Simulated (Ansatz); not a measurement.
SiH$_{6}$OF (charge +1), singlet: a pair in one relaxed arrangement.

in.yaml

```yaml
crystal:
  periodic: [false, false, false]
  atoms:
    - {symbol: O, position_ang: [1.246064, -0.358142, -1.713793]}
    - {symbol: H, position_ang: [2.199098, -0.200373, -1.612586]}
    - {symbol: H, position_ang: [0.709160, -0.303771, -0.811192]}
    - {symbol: H, position_ang: [1.079084, -1.169674, -2.220661]}
    - {symbol: Si, position_ang: [-1.135246, 0.459311, 1.349217]}
    - {symbol: F, position_ang: [0.032028, -0.247808, 0.349627]}
    - {symbol: H, position_ang: [-0.508792, 1.718132, 1.786635]}
    - {symbol: H, position_ang: [-1.325790, -0.538673, 2.412850]}
    - {symbol: H, position_ang: [-2.295604, 0.640996, 0.460004]}
basis:
  gaussian: {orbitals: "def2-TZVPPD.json"}
total_charge: 1
hamiltonian: {xc: r2scan, dispersion: d4}
```

The basis file named in the input lies beside it (Basis Set Exchange, JSON).

Launched with

```bash
ansatz run in.yaml --threads 4 --pin off --events-out ev --progress --plain --max-ram 9574MiB
```

What Ansatz 0.2.0 printed:

```
Functional definition: r2SCAN
  name "r2SCAN"
  cite "Furness, Kaplan, Ning, Perdew & Sun, J. Phys. Chem. Lett. 11, 8208 (2020) doi:10.1021/acs.jpclett.0c02405"
  cite "Furness, Kaplan, Ning, Perdew & Sun, J. Phys. Chem. Lett. 11, 9248 (2020) doi:10.1021/acs.jpclett.0c03077"
  parent r2scan
  parameter k0 = 0.174
  parameter k1 = 0.065
  parameter a1 = 4.9479
  exchange = r2scan_x(k0 = k0, k1 = k1, a1 = a1)
  correlation = r2scan_c
1040 factors; their error is unknown
mean field evaluation 1: about -12720.1991 eV, gradient 9.4e1 eV
mean field evaluation 2: about -12696.0893 eV, gradient 1.5e2 eV
mean field evaluation 4: about -12732.3438 eV, gradient 1.1e1 eV
mean field evaluation 8: about -12732.4984 eV, gradient 4.1e-1 eV
mean field -12732.49859718 eV, -467.9106930487 hartree, gradient 5.3e-5 eV, S^2 0.000000; 0 other end points of the search recorded, 0 dependent functions left out
reference -12732.49861292 eV, -467.9106936271 hartree; 18, 18 occupied and 212, 212 virtual orbitals, 1040 factors
Total energy: -12732.51737065 eV, -467.9113829611 hartree
```

The lines “mean field evaluation” count trial sets of orbitals through the whole run, from several starts and some on an approximate energy, so they need not fall steadily or lie above the final value.

Hardware: 4 CPU threads of an Arm Neoverse V2, shared host. Wall time about 2.2 s.
